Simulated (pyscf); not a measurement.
Single points on ωB97X-D3(BJ)/def2-SVP structures (PySCF, gas phase).

### Question
Estimate the classical barrier height and the reaction energy of HO–Si(SiH₃)(SiH₃)–SiH₃ (SMILES O[Si]([SiH3])([SiH3])[SiH3]) + HCl (SMILES Cl) -> HO–Si(SiH₃)(SiH₃)–SiH₂–Cl (SMILES O[Si]([SiH3])([SiH3])[SiH2]Cl) + H₂ (SMILES [H][H]) at B3LYP-D3(BJ)/def2-TZVP. The step runs on the singlet surface, breaks H–Si, Cl–H and forms Cl–Si, H–H; take the separated reactants as zero.

### Answer
ΔE‡ = 25.9 kcal/mol, ΔE = -18.0 kcal/mol. ωB97M-D3(BJ)/def2-TZVP gives 26.3 kcal/mol and -17.3 kcal/mol. Zero-point energy shifts the barrier by +2.2 kcal/mol. It is a four-centre exchange, with an imaginary mode of 491i cm⁻¹. At the saddle there is also a short H–Si contact that neither side keeps. This is the saddle that the search found; another between the same sides may lie lower.
